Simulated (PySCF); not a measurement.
Tetrafluoroethylene, C2F4.
SMILES: `FC(=C(F)F)F`

The closed-shell ground state was solved at several levels (PySCF, density fitting, gas phase, non-relativistic). Geometry: PBE0-D3(BJ)/def2-TZVP; no solvent, vibrations or thermal averaging. The dipole stays under 0.02 D at every level.

```json
{"level": "CAM-B3LYP/aug-cc-pVTZ", "basis functions": "276", "total energy (Eh)": "-475.5895", "HOMO (eV)": "-9.10", "LUMO (eV)": "0.53", "gap (eV)": "9.63"}
{"level": "B97-2/pcJ-2", "basis functions": "306", "total energy (Eh)": "-475.5929", "HOMO (eV)": "-7.34", "LUMO (eV)": "0.73", "gap (eV)": "8.07"}
{"level": "B97-2/pcSseg-2", "basis functions": "216", "total energy (Eh)": "-475.5766", "HOMO (eV)": "-7.34", "LUMO (eV)": "0.73", "gap (eV)": "8.07"}
{"level": "wB97X-D/aug-cc-pVTZ", "basis functions": "276", "total energy (Eh)": "-475.5720", "HOMO (eV)": "-9.48", "LUMO (eV)": "1.52", "gap (eV)": "11.00"}
{"level": "B3LYP/pcJ-2", "basis functions": "306", "total energy (Eh)": "-475.7418", "HOMO (eV)": "-7.43", "LUMO (eV)": "0.44", "gap (eV)": "7.87"}
{"level": "PBE0/pcJ-2", "basis functions": "306", "total energy (Eh)": "-475.2769", "HOMO (eV)": "-7.61", "LUMO (eV)": "0.81", "gap (eV)": "8.42"}
{"level": "PBE0/aug-cc-pVTZ", "basis functions": "276", "total energy (Eh)": "-475.2473", "HOMO (eV)": "-7.60", "LUMO (eV)": "0.09", "gap (eV)": "7.69"}
{"level": "KT3/pcSseg-2", "basis functions": "216", "total energy (Eh)": "-481.6081", "HOMO (eV)": "-6.24", "LUMO (eV)": "-0.21", "gap (eV)": "6.03"}
{"level": "PBE0/pcSseg-2", "basis functions": "216", "total energy (Eh)": "-475.2613", "HOMO (eV)": "-7.61", "LUMO (eV)": "0.81", "gap (eV)": "8.42"}
```

(1) What might wB97X-D/pcSseg-2 (216 basis functions) give for the same quantities?

(2) Over all these levels, which gives the widest orbital gap and which the narrowest?

(3) How much does the basis alone move the frontier levels among the 3 PBE0 rows?

(4) In the pcSseg-2 basis, how does the gap go with the fixed share of exact exchange?

## Answers

(1) Total energy -475.5875 Eh, HOMO -9.49 eV, LUMO 2.70 eV, gap 12.19 eV.

(2) wB97X-D/pcSseg-2 (range-separated hybrid) has the widest, 12.19 eV, and KT3/pcSseg-2 (GGA) the narrowest, 6.03 eV. The two share the basis. From the narrowest to the widest the HOMO moves by -3.25 eV and the LUMO by +2.91 eV.

(3) The HOMO by 0.01 eV and the LUMO by 0.72 eV. By rising basis size (HOMO, LUMO in eV): pcSseg-2 -7.61, 0.81; aug-cc-pVTZ -7.60, 0.09; pcJ-2 -7.61, 0.81.

(4) KT3 (0 %) 6.03 eV; B97-2 (21 %) 8.07 eV; PBE0 (25 %) 8.42 eV. Each rise in the share widens the gap here.

Note: wB97X-D ran without an empirical dispersion term, which enters the total energy and its gradient alone.
